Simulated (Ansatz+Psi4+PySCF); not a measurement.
**singlet LiH in separate pieces: levels of theory in one basis**

```xyz
2

Li    0.0000    0.0000    0.4100
H     0.0000    0.0000   -4.5100
```

Basis set: cc-pVTZ on H; cc-pCVTZ on Li (spherical functions). All electrons are correlated. Charge 0, multiplicity 1.

Computed with Ansatz (development build ahead of 0.2.0); each method stands on the lowest determinant of its kind that the runs found.

```
     method  E − E(RHF) (eV)  <S²> of the determinant
        RHF             0.00                     0.00
        UHF            -2.41                     1.00
    RHF-MP2            -2.18                        –
   RHF-CCSD            -3.53                        –
   UHF-CCSD            -3.55                     1.00
RHF-CCSD(T)            -3.63                        –
UHF-CCSD(T)            -3.55                     1.00
```

(1) What does UHF-MP2 give on the same scale?

(2) Is a single determinant a sound starting point here?

Answers

(1) -3.43 eV.

(2) It is doubtful. Unrestricted orbitals lower Hartree–Fock by 2.41 eV and <S²> is 1.00 where a pure state has 0.00, a sign of strong static correlation.

Caution for RHF, RHF-MP2, RHF-CCSD, RHF-CCSD(T): an unrestricted determinant lies well below. Caution for UHF, UHF-MP2, UHF-CCSD, UHF-CCSD(T): the unrestricted determinant is a mixture of spin states. Caution for RHF-MP2: large amplitudes, a single reference is doubtful; the program doubts this total. Caution for UHF-MP2, UHF-CCSD, UHF-CCSD(T): a plain start can end on a higher determinant. Caution for RHF-CCSD, RHF-CCSD(T): very large amplitudes, the method is breaking down; the amplitudes may be one of several solutions.
